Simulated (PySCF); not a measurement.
## Identify the compound

An unknown has the formula C$_{2}$H$_{2}$F$_{2}$O. Its calculated NMR data are:

1H NMR (300 MHz, computed): δ 5.11 (m, 2H).

13C{1H} NMR (computed): δ 88.0 (CH).

Computed data (PySCF): geometry: GFN2-xTB, shielding tensors at PBE0/pcSseg-1 (GIAO). Non-relativistic Hamiltonian, no solvent, averaged over atoms made equivalent by symmetry, fast rotation or ring inversion, a single conformation.

Scale: 1H and 13C against TMS (reference shieldings calculated alike).

Propose a structure and justify it.

Results:


1. Rings plus π bonds: 1 (1 ring in the answer).
2. 1 carbon signal for 2 carbons: some carbons are equivalent by symmetry or fast rotation.
3. Carbon types of the structure: 2 × CH, which accounts for all hydrogens.
4. δC 88.0: epoxide ring carbon; 2 electronegative neighbours deshield it.
5. δH 5.11: hydrogen on an epoxide ring carbon; its carbon carries F and O, which withdraws density.

These data were computed for `F[C@@H]1O[C@@H]1F`.

The data come from this structure; uniqueness wasn't tested. Such data don't tell enantiomers apart.

Splittings by 19F in the carbon and heteronuclear signals aren't shown, as no couplings were computed. Shifts are as computed. Against solution values, carbons near 30 ppm lie about +3 ppm off and those near 130 ppm about +5 ppm (rms about the fit 2.1 ppm; single classes can miss by 10 ppm). Of 1328 compounds with measured shifts, 309 miss one by over three times the rms of a fit or turn the order of signals round; such compounds aren't used in these exercises. Signals without a measured value on file couldn't be tested in this way; 1H shifts scatter by 0.2 ppm about their fit, and single ones miss by 0.5 ppm.
